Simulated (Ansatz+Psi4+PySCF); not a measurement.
The numbers below are computed, except where a source is named.
## PySCF 2.14.0 run

```python
from pyscf import gto, scf, mp

mol = gto.M(atom="""
C 0.000000 0.000000 0.000000
H 1.258240 1.258240 1.258240
H -0.629120 -0.629120 0.629120
H 0.629120 -0.629120 -0.629120
H -0.629120 0.629120 -0.629120
""", basis='cc-pvtz', charge=0, spin=0)
mf = scf.UHF(mol)
mf.kernel()
pt = mp.MP2(mf, frozen=1).run()
print(mf.e_tot, pt.e_corr, pt.e_tot)
```

The script is written out from the run's settings.

The run gave:

```yaml
Converged: yes
Reference_energy: -40.03434 hartree
Correlation_energy: -0.20938 hartree
Total_energy: -40.24372 hartree
Spin_squared_of_the_determinant: 0.000
```

The reference isn't the lowest determinant (another lies 1.15 eV lower), but the same method gives a higher total on the lower determinant. Caution: bonds are stretched, where a single reference can fail.
